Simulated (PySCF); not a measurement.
Compound: CH2F2N (doublet state).
Z-matrix (Å and degrees, GFN2-xTB geometry), rows numbered from 1:
```
N 
C   1  1.3746
F   2  1.3518  1  115.70
F   2  1.3523  1  115.76  3   129.87
H   1  1.0099  2  116.07  3  -136.07
H   1  1.0101  2  116.17  3     4.85
```

The hyperfine couplings belong to this conformer and change with its torsions.

Identity: `N[C](F)F` [radical].

Computed, not measured: UKS B3LYP, pcH-1 on C F H N, non-relativistic, mean-field spin-orbit, GIAO in PySCF. The structure is a single GFN2-xTB conformer in the gas phase; no vibrational or solvent corrections. Couplings are sensitive to structure, and on GFN2-xTB geometries they can be far from those on DFT ones.

Problem. Give the principal g shifts and their parts.

Solution. 
```
                    Δg (ppm)     1     2     3
relativistic mass correction  -261  -261  -261
            gauge correction    25    17    27
   orbital Zeeman/spin–orbit  -296  1666  1703
                       total  -533  1422  1469
```

So g = 2.00179, 2.00374, 2.00379 and g_iso = 2.00311; the tensor is close to axial: the two nearest values differ by 2 % of g3 − g1. 

Problem. At 33.967 GHz, how far is the centre of the isotropic spectrum from where a free electron (g = 2.002319) resonates?

Solution. B = hν/(g μB) with μB/h = 13.99624 MHz/mT gives 1212.03 mT for the free electron and 1211.55 mT at g_iso, 0.48 mT lower.

Problem. What are the electron Larmor frequencies g μB B/h along the three axes at 1200 mT?

Solution. 33.6210, 33.6538, 33.6546 GHz for g1, g2 and g3, a range of 33.6 MHz.

Problem. In a frozen sample, at which fields do the three g values resonate at 9.5, 34, 94 and 263 GHz (hyperfine left aside), and which band first spreads them over more than twice a line width of 0.5 mT?

Solution. 
```json
{"band": "X", "GHz": "9.5", "B(g3) mT": "338.74", "B(g2) mT": "338.74", "B(g1) mT": "339.07", "spread mT": "0.34"}
{"band": "Q", "GHz": "34.0", "B(g3) mT": "1212.32", "B(g2) mT": "1212.34", "B(g1) mT": "1213.53", "spread mT": "1.21"}
{"band": "W", "GHz": "94.0", "B(g3) mT": "3351.69", "B(g2) mT": "3351.77", "B(g1) mT": "3355.05", "spread mT": "3.35"}
{"band": "J", "GHz": "263.0", "B(g3) mT": "9377.61", "B(g2) mT": "9377.84", "B(g1) mT": "9386.99", "spread mT": "9.38"}
```

The spread grows in proportion to the frequency. Q band is the first where it exceeds 1.0 mT.

Largest spin populations (Mulliken): C2 (+0.77) and N1 (+0.11). No atom but C2 exceeds +0.15. The angles at C2 add up to 340.8°, so it is pyramidal.

The HOMO–LUMO gaps are 6.33 eV among the α and 7.35 eV among the β orbitals.
